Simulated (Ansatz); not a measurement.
`CC(C)(C)F` → `C[C+](C)C` + F⁻  (heterolysis of the C–F bond)

Program: Ansatz. Geometries: PBE0-D4/def2-TZVP. ΔE: electronic, gas phase. CCSD(T)/CBS adds triple-zeta CCSD(T) − MP2 to the extrapolated MP2 energy (def2 sets, frozen cores). This one scheme is used for every species, atoms too. Functionals use def2-TZVPP. B3LYP here is the variant with VWN-RPA as its local correlation; programs differ in this. Anions take the def2 sets with diffuse functions and neutrals don't, so finite-basis rows favour the anion.

(1) Is it downhill or uphill in electronic energy at CCSD(T)/CBS, and by how much? (Estimate.)

(2) What do these levels give: r2SCAN-D4, ωB97M-V, PBE, B3LYP, r2SCANh, r2SCAN0, LC-ωPBE, RPA@PBE/def2-TZVPP, CCSD/def2-SVP, SCS-MP2/def2-TZVPP, CCSD/def2-TZVPP, HF/CBS(def2)? (Estimate.)

(3) What do rigid-rotor, harmonic-oscillator terms from PBE0-D4/def2-TZVP frequencies (298.15 K, 1 bar) make of the CCSD(T)/CBS value? (An estimate is asked.)

Largest T1 diagnostic among the species: 0.023, so the coupled-cluster value is less sure than usual.

Answers

(1) The calculation gave: Uphill: ΔE = +8.68 eV.

(2) Ansatz gave: r2SCAN-D4 8.37, ωB97M-V 8.39, PBE 8.08, B3LYP 8.07, r2SCANh 8.43, r2SCAN0 8.54, LC-ωPBE 8.44, RPA@PBE/def2-TZVPP 8.51, CCSD/def2-SVP 7.96, SCS-MP2/def2-TZVPP 8.50, CCSD/def2-TZVPP 8.56, HF/CBS(def2) 8.37 eV.

(3) Computed: ΔZPE = -0.19 eV, ΔH = +8.56 eV, ΔS = 156 J/(mol·K), ΔG = +8.07 eV.

The D4 term adds +0.11 eV with B3LYP and +0.06 eV with PBE0; it sums over pairs of atoms, weighted by their polarisabilities, and B3LYP, whose exchange is more repulsive, gets the larger term. In def2-TZVPP, CCSD(T) changes the Hartree–Fock value by +0.20 eV (the triples alone add −0.02 eV) and MP2 by +0.17 eV.
